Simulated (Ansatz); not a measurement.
Run this with Ansatz's Python interface and show what comes out.

The script, `energy_c3h6n2o.py`:
```python
"""Single point of C3H6N2O."""

from pathlib import Path
import json

import ansatz

geometry_ang = [
    ("C", [-0.0139, -2.0988, -0.9033]),
    ("N", [-0.9901, -1.2971, -0.4375]),
    ("C", [-0.6207, -0.1408, 0.1444]),
    ("N", [-1.1616, 0.2854, 1.179]),
    ("O", [0.4637, 0.4912, -0.4189]),
    ("C", [0.8209, 1.7495, 0.2199]),
    ("H", [1.0451, -1.8325, -0.8511]),
    ("H", [-0.3027, -2.9782, -1.4215]),
    ("H", [-1.9681, -0.4099, 1.3619]),
    ("H", [1.6718, 2.1535, -0.3038]),
    ("H", [-0.0173, 2.4478, 0.1903]),
    ("H", [1.1499, 1.5749, 1.2745]),
]
c3h6n2o = ansatz.Crystal.molecule()
for symbol, xyz in geometry_ang:
    c3h6n2o = c3h6n2o.atom(symbol, xyz)

setup = (
    c3h6n2o.calculation()
    .basis(gaussian="def2-SVP")
    .functional("r2scan")
    .scf(lower_state_search="standard")
    .orbitals()
)
res = setup.run(threads=1, runs_dir="runs")
rep = res.report

for key in ("converged", "free_energy_ev", "reference_energy_ev", "n_frozen", "n_occupied", "n_virtual"):
    print(f"{key:22s} {rep[key]}")

lines = Path(rep["orbitals_path"]).read_text().splitlines()
field_of = lambda key: [line.split("=")[1].strip() for line in lines if line.startswith(key)]
orbitals = [(27.211386 * float(e), s, float(n)) for e, s, n in zip(field_of("Ene="), field_of("Spin="), field_of("Occup="))]
homo = max(e for e, _, n in orbitals if n > 0.5)
lumo = min(e for e, _, n in orbitals if n < 0.5)
for e, spin, n in sorted(orbitals):
    if homo - 10 < e < lumo + 5:
        print(f"{spin:6s} {e:10.3f} eV  occupation {n:.0f}")
with open("c3h6n2o.json", "w") as handle:
    json.dump({k: rep[k] for k in ("free_energy_ev", "reference_energy_ev", "n_occupied", "n_virtual")}, handle, indent=1)
```

```console
$ python energy_c3h6n2o.py
converged              True
free_energy_ev         -8223.328048624704
reference_energy_ev    -8223.328048624704
n_frozen               0
n_occupied             [23, 23]
n_virtual              [91, 91]
Alpha     -14.254 eV  occupation 2
Alpha     -13.437 eV  occupation 2
Alpha     -12.347 eV  occupation 2
Alpha     -12.112 eV  occupation 2
Alpha     -11.377 eV  occupation 2
Alpha     -10.775 eV  occupation 2
Alpha      -9.972 eV  occupation 2
Alpha      -8.561 eV  occupation 2
Alpha      -8.096 eV  occupation 2
Alpha      -7.219 eV  occupation 2
Alpha      -6.700 eV  occupation 2
Alpha      -6.397 eV  occupation 2
Alpha      -2.658 eV  occupation 0
Alpha       1.203 eV  occupation 0
Alpha       2.006 eV  occupation 0
```

It writes `c3h6n2o.json`:
```json
{
 "free_energy_ev": -8223.328048624704,
 "reference_energy_ev": -8223.328048624704,
 "n_occupied": [
  23,
  23
 ],
 "n_virtual": [
  91,
  91
 ]
}
```

Notes:
- The settings weren't tested for convergence.
- The geometry is a force-field or estimated start, not a minimum of this method, and the basis set is short of its limit.
- Alpha marks a spatial orbital of a restricted run, filled by both spins.
- Levels such as HOMO and LUMO are orbital energies: with these approximate functionals they aren't the ionisation energy and electron affinity, and their gap isn't the fundamental gap.
- It ran for 5.4 s on 1 thread of Arm Neoverse V2 (shared host), peak memory 0.22 GiB.

(A comment or docstring line of the script was reworded after the run, the code is as it ran; lines on the test bed's own set-up are left out of the output.)
